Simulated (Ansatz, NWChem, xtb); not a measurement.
# A ladder of methods for Si3H8 (trisilane)

The species is Si3H8 (11 atoms), meant as a singlet with charge 0. As SMILES, `[SiH3][SiH2][SiH3]`. Geometry: relaxed at PBE0-D4/def2-TZVP.

Each level gives the atomisation enthalpy at 298 K (kJ/mol). The values are calculated. The thermal term (zero-point and 298 K enthalpy, harmonic and unscaled) is that of GFN1-xTB; the spin-orbit lowering of the free atoms at 298 K, 1.3 kJ/mol by their spectra, is taken off.

Q: The value from experiment is 2973 kJ/mol (CRC Handbook of Chemistry and Physics). From what is known of these methods, estimate their order from the nearest to it to the farthest.
A. PBE/6-31G* (spherical functions) (Ansatz)
B. r2SCAN/6-31G* (spherical functions) (Ansatz)
C. MP3/6-31G* (spherical functions) (NWChem)
D. wB97M-V/6-31G* (spherical functions) (Ansatz)
E. BLYP/6-31G* (spherical functions) (Ansatz)

A: B (2970 kJ/mol, -3), D (3002 kJ/mol, +29), A (2916 kJ/mol, -57), E (2884 kJ/mol, -89), C (2593 kJ/mol, -380).
